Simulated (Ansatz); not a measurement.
Geometry optimisation, UHF/6-31G* (Ansatz).

The input (input.yaml):

```yaml
crystal:
  periodic: [false, false, false]
  atoms:
    - { symbol: Si, position_ang: [-1.93368, 0.39511, 1.0731] }
    - { symbol: C, position_ang: [-0.39896, -0.09451, 0.37414] }
    - { symbol: S, position_ang: [0.65708, 0.26851, -0.88921] }
    - { symbol: H, position_ang: [-0.0991, 1.19631, -1.53418] }
magnetization:
  spin_polarized: true
  initial_magnetization: 1
basis:
  gaussian: { orbitals: "6-31G*" }
hamiltonian:
  xc: hf
relax:
  f_tol: 0.015
  max_steps: 40
```

Launched with:

```bash
$ ansatz run input.yaml --threads 1 --pin off --max-ram 2048MiB --backend cpu --events-out ev --progress --plain --runs-dir out
```

Where does it end, and by what steps?

The run converged. After 7 steps the energy has fallen by 0.371 eV; C2 moved furthest, 0.46 Å.

```json
{"step": "0", "energy less start (eV)": "0.0000", "largest force component (eV/Å)": "0.951", "accepted": "yes"}
{"step": "1", "energy less start (eV)": "-0.1369", "largest force component (eV/Å)": "0.873", "accepted": "yes"}
{"step": "2", "energy less start (eV)": "-0.2221", "largest force component (eV/Å)": "1.053", "accepted": "yes"}
{"step": "3", "energy less start (eV)": "-0.2665", "largest force component (eV/Å)": "0.901", "accepted": "yes"}
{"step": "4", "energy less start (eV)": "-0.3328", "largest force component (eV/Å)": "1.539", "accepted": "yes"}
{"step": "5", "energy less start (eV)": "-0.3686", "largest force component (eV/Å)": "0.385", "accepted": "yes"}
{"step": "6", "energy less start (eV)": "-0.3712", "largest force component (eV/Å)": "0.022", "accepted": "yes"}
{"step": "7", "energy less start (eV)": "-0.3712", "largest force component (eV/Å)": "0.004", "accepted": "yes"}
```

```xyz
4
Properties=species:S:1:pos:R:3
Si -1.911 0.128 1.370
C -0.673 0.249 0.232
S 0.636 0.280 -0.822
H 0.173 1.107 -1.756
```

The run took 14 s on 1 CPU thread of a shared host.
